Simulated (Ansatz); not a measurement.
One change: `[CH3][Mg][F]` becomes `[F][MgH]`.

Ansatz, PBE0-D4/def2-TZVP geometries, multiplicity 1. 

```tsv
property	`[CH3][Mg][F]`
LUMO energy (B3LYP/def2-TZVPP) / eV	-1.34
HOMO–LUMO gap (PBE0/def2-TZVPP) / eV	6.54
HOMO energy (ωB97M-V/def2-TZVPP) / eV	-9.82
HOMO–LUMO gap (ωB97M-V/def2-TZVPP) / eV	10.00
HOMO–LUMO gap (B3LYP/def2-TZVPP) / eV	6.04
size of the dipole moment (B3LYP/def2-TZVPP) / D	2.04
```

(1) Give the same properties after the change, and the shifts. (Estimate.)

Results:

(1) Ansatz gave: 
| property | `[F][MgH]` | shift |
| --- | --- | --- |
| LUMO energy (B3LYP/def2-TZVPP) / eV | -1.26 | 0.08 |
| HOMO–LUMO gap (PBE0/def2-TZVPP) / eV | 7.35 | 0.81 |
| HOMO energy (ωB97M-V/def2-TZVPP) / eV | -10.52 | -0.70 |
| HOMO–LUMO gap (ωB97M-V/def2-TZVPP) / eV | 10.88 | 0.88 |
| HOMO–LUMO gap (B3LYP/def2-TZVPP) / eV | 6.88 | 0.84 |
| size of the dipole moment (B3LYP/def2-TZVPP) / D | 1.48 | -0.56 |

With PBE0 the HOMO falls by 0.71 eV and the LUMO rises by 0.09 eV, so the gap widens by about 0.80 eV. PBE moves the HOMO by -0.69 eV and ωB97M-V by -0.70 eV. The zero-point energy changes by -77.5 kJ/mol with -8 modes. Dipoles are sizes alone; their direction can turn.

B3LYP here is the variant with VWN-RPA as its local correlation; programs differ in this.
